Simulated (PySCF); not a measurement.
## `c1cpccp1`: 4 charge schemes on one density

C4H4P2.
Numbering: `[cH:1]1[cH:2][p:3][cH:4][cH:5][p:6]1` (hydrogens: H7 on C1; H8 on C2; H9 on C4; H10 on C5)

Structure used (GFN2-xTB), in Å, numbered top down from 1:
```
atom  x, y, z in Å
C1    -1.3025   -0.7742    0.0208
C2    -1.3947    0.5925   -0.0282
P3    -0.1188    1.7736   -0.0682
C4     1.3043    0.7749   -0.0270
C5     1.3964   -0.5917    0.0252
P6     0.1205   -1.7729    0.0627
H7    -2.2344   -1.3325    0.0372
H8    -2.3929    1.0208   -0.0459
H9     2.2360    1.3336   -0.0449
H10    2.3949   -1.0195    0.0458
```

Density: PBE0/pcSseg-1 (PySCF); schemes: Mulliken, IAO, Hirshfeld and ESP-fitted. Isolated species at its GFN2-xTB geometry, gas phase.

At which atom do the 4 schemes differ most?

At P3: from -0.129 (ESP-fitted) to +0.451 e (Mulliken), 0.580 e apart.

For which atoms does the sign change between the 4 schemes (beyond +0.03 e in one, beyond −0.03 e in another)?

P3 and P6.

Which atoms carry the lowest charge in the Mulliken, IAO, Hirshfeld and ESP-fitted schemes?

The schemes don't all agree: Mulliken C1, C2, C4 and C5 (-0.371); IAO C1, C2, C4 and C5 (-0.359); Hirshfeld C1, C2, C4 and C5 (-0.100); ESP-fitted P3 (-0.129).

Give the atomic charges in each scheme.

In e:

| atom | environment | Mulliken | IAO | Hirshfeld | ESP-fitted |
| --- | --- | --- | --- | --- | --- |
| C1 | aromatic CH carbon | -0.371 | -0.359 | -0.100 | -0.038 |
| C2 | aromatic CH carbon | -0.371 | -0.359 | -0.100 | -0.057 |
| P3 | phosphorus bonded to 2 C | +0.451 | +0.385 | +0.105 | -0.129 |
| C4 | aromatic CH carbon | -0.371 | -0.359 | -0.100 | -0.033 |
| C5 | aromatic CH carbon | -0.371 | -0.359 | -0.100 | -0.057 |
| P6 | phosphorus bonded to 2 C | +0.451 | +0.385 | +0.105 | -0.126 |
| H7 | aromatic hydrogen | +0.146 | +0.166 | +0.047 | +0.107 |
| H8 | aromatic hydrogen | +0.146 | +0.166 | +0.047 | +0.113 |
| H9 | aromatic hydrogen | +0.146 | +0.166 | +0.047 | +0.107 |
| H10 | aromatic hydrogen | +0.146 | +0.166 | +0.047 | +0.112 |

Mean size of the charges over all atoms: Mulliken 0.297 e, IAO 0.287 e, ESP-fitted 0.088 e, Hirshfeld 0.080 e. Each set sums to the total charge, 0, to within 0.001 e. The ESP scheme fits charges at the nuclei, held to the total charge, to the electrostatic potential on points at 1.4 to 2.0 times the van der Waals radii.

How many electrons does the Mulliken scheme count on C2?

Z − q = 6 − (-0.371) = 6.371.

Sum the charges by element.

| element | atoms | Mulliken | IAO | Hirshfeld | ESP-fitted |
| --- | --- | --- | --- | --- | --- |
| C | 4 | -1.484 | -1.435 | -0.398 | -0.183 |
| P | 2 | +0.901 | +0.771 | +0.210 | -0.255 |
| H | 4 | +0.583 | +0.664 | +0.189 | +0.439 |
